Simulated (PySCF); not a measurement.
## `CN[SiH2-]`, [CH6NSi]-, charge -1

Geometry:
```tsv
atom	x (Å)	y (Å)	z (Å)
C1	-0.968	-0.302	-0.074
N2	-0.105	0.794	-0.356
Si3	1.642	0.553	-0.062
H4	-0.596	-1.180	-0.607
H5	-2.005	-0.116	-0.418
H6	-1.036	-0.577	1.003
H7	-0.437	1.627	0.116
H8	1.852	-0.660	-0.927
H9	1.667	-0.133	1.298
```

Total charge -1.

Computed with PySCF 2.14.0, GIAO PBE/6-311G** magnetisability, rotational g tensor and spin-rotation constants, non-relativistic, gas phase. Geometry: GFN2-xTB.

For an ion the centre-of-mass motion in the field is neglected. The highest occupied orbital is unbound at this level, so the values depend on the basis.

(1) Give the nuclear spin-rotation constants along the inertial axes (H = +C I·J) beside the isotropic shieldings.

Answers

(1) Rotational constants 29.5227, 5.6421, 5.1940 GHz. A star marks the isotopologue with that one atom substituted, in its own axes.
```csv
atom,isotope,Caa (kHz),Cbb (kHz),Ccc (kHz),mean (kHz),σ (ppm)
N2,14N,1.554,0.215,0.202,0.657,232.3
H4,1H,-2.669,-0.058,-0.150,-0.959,30.0
H5,1H,0.453,-0.282,-0.299,-0.043,27.9
H6,1H,-2.450,-0.333,0.150,-0.877,29.2
H7,1H,-3.836,-0.189,-0.241,-1.422,33.7
H8,1H,-2.076,-0.103,0.181,-0.666,27.0
H9,1H,-1.795,-0.107,0.209,-0.564,26.4
C1,13C*,4.821,1.081,1.182,2.361,135.4
Si3,29Si*,-12.443,-3.226,-4.298,-6.656,372.7
```
For the geometry as given, no vibrational averaging.
